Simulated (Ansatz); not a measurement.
Results of PBEsol (plane waves, PAW; Ansatz, a first-principles code) for zinc-blende HgSe.

Run with plane-wave cutoff 520 eV, 20×20×20 k mesh, Fermi–Dirac smearing 0.05 eV, perturbation theory, scalar-relativistic PAW data made under PBE.

The cell has the measured lattice: a = b = c = 6.085 Å, α = β = γ = 90.00°.

Predict the zone-centre TO phonon frequency.


- zone-centre TO phonon frequency: 131 cm⁻¹

Note: the solid has no gap at this level, which affects its response; the cell isn't this level's own, so it is under some stress, which shifts stiffness and frequencies.

Spin–orbit coupling is not included; it can shift volumes and moduli of such heavy elements.
